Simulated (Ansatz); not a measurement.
**C3H5NO: up Jacob's ladder to CCSD(T)**

One table from this session's results is given with a row withheld; the runs are named, their logs left out.

The runs use Ansatz 0.2.0, Gaussian basis; functionals in def2-TZVPP, the program's frozen cores in correlated methods.

Levels to be run: LDA (SPW92), PBE-D4, revPBE-D4, BLYP-D4, r2SCAN-D4, B97M-V, PBE0-D4, B3LYP-D4, r2SCANh-D4, r2SCAN0-D4, HSE06-D4, BHLYP-D4, CAM-B3LYP-D4, LC-ωPBE, ωB97X-V, ωB97M-V, B2PLYP, PBE-QIDH; CCSD(T)/def2-SVP; CCSD(T)/def2-TZVPP; MP2/def2-QZVPP; extrapolation to the limit; RPA on PBE.

## Structure used throughout

An earlier PBE0-D4 in a triple-zeta def2 set relaxation fixed the geometry.

10 atoms, charge 0, spin multiplicity 1.

Atoms are counted from 1 here; the program's logs count them from 0.

Bond lengths: C1–C2 1.494 Å, C1–H6 1.092 Å, C1–H7 1.089 Å, C1–H8 1.092 Å, C2–O3 1.388 Å, C2–C4 1.434 Å, C2–N5 1.494 Å, O3–H9 0.962 Å, C4–N5 1.262 Å, C4–H10 1.086 Å. Angles: C2–C1–H6 110.4°, C2–C1–H7 110.6°, C2–C1–H8 109.7°, H6–C1–H7 109.0°, H6–C1–H8 108.1°, H7–C1–H8 109.1°, C1–C2–O3 110.2°, C1–C2–C4 125.2°, C1–C2–N5 120.0°, O3–C2–C4 121.0°, O3–C2–N5 116.9°, C4–C2–N5 51.0°, C2–O3–H9 108.7°, C2–C4–N5 67.0°, C2–C4–H10 155.5°, N5–C4–H10 137.3°, C2–N5–C4 62.0°.

Set-up of the first run:

The input, in.yaml:

```yaml
crystal:
  periodic: [false, false, false]
  atoms:
    - {symbol: C, position_ang: [-0.948581, -0.701634, 0.470874]}
    - {symbol: C, position_ang: [0.269155, 0.008696, -0.022404]}
    - {symbol: O, position_ang: [1.361103, -0.302450, 0.775480]}
    - {symbol: C, position_ang: [0.264037, 1.185430, -0.842204]}
    - {symbol: N, position_ang: [0.519306, 0.133087, -1.490073]}
    - {symbol: H, position_ang: [-1.174048, -0.401636, 1.496455]}
    - {symbol: H, position_ang: [-1.806113, -0.475818, -0.161443]}
    - {symbol: H, position_ang: [-0.773675, -1.779974, 0.464290]}
    - {symbol: H, position_ang: [2.157444, 0.031134, 0.351939]}
    - {symbol: H, position_ang: [0.214372, 2.252063, -1.039914]}
basis:
  gaussian: {orbitals: def2-TZVPP}
hamiltonian: {xc: lda}
output: {orbitals: {seedname: orbitals}}
```

Run with:

```sh
ansatz run in.yaml --threads 2 --pin off --events-out ev --progress --plain --max-ram 4352MiB
```

Steps of the session up to this table: LDA; PBE-D4 (GGA); revPBE-D4 (GGA); BLYP-D4 (GGA); r2SCAN-D4 (meta-GGA); B97M-V (meta-GGA); PBE0-D4 (hybrid); B3LYP-D4 (hybrid); r2SCANh-D4 (hybrid); r2SCAN0-D4 (hybrid); HSE06-D4 (hybrid); BHLYP-D4 (hybrid); CAM-B3LYP-D4 (range-separated); LC-ωPBE (range-separated); ωB97X-V (range-separated); ωB97M-V (range-separated); B2PLYP (double hybrid); PBE-QIDH (double hybrid).

One table of the session follows, with a row left open; its other results are not shown here.

It belongs to the step «Orbital energies across the functionals». 

| functional | HOMO (eV) | gap (eV) |
| --- | --- | --- |
| LDA (SPW92) | -5.87 | 3.67 |
| PBE-D4 | -5.70 | 3.78 |
| revPBE-D4 | -5.63 | 3.82 |
| BLYP-D4 | -5.62 | 3.81 |
| r2SCAN-D4 | -5.93 | 4.23 |
| B97M-V | -6.04 | 4.47 |
| PBE0-D4 | ? | ? |
| B3LYP-D4 | -6.90 | 5.84 |
| r2SCANh-D4 | -6.46 | 5.19 |
| r2SCAN0-D4 | -7.25 | 6.61 |
| HSE06-D4 | -6.69 | 5.53 |
| BHLYP-D4 | -8.44 | 8.88 |
| CAM-B3LYP-D4 | -8.53 | 8.96 |
| LC-ωPBE | -9.85 | 11.57 |
| ωB97X-V | -9.49 | 11.11 |
| ωB97M-V | -9.41 | 10.93 |

Estimate the missing values for PBE0-D4.

As computed: HOMO (eV): -7.09; gap (eV): 6.33. In the column «HOMO (eV)» it lies between r2SCAN0-D4 (-7.25) and B3LYP-D4 (-6.90).
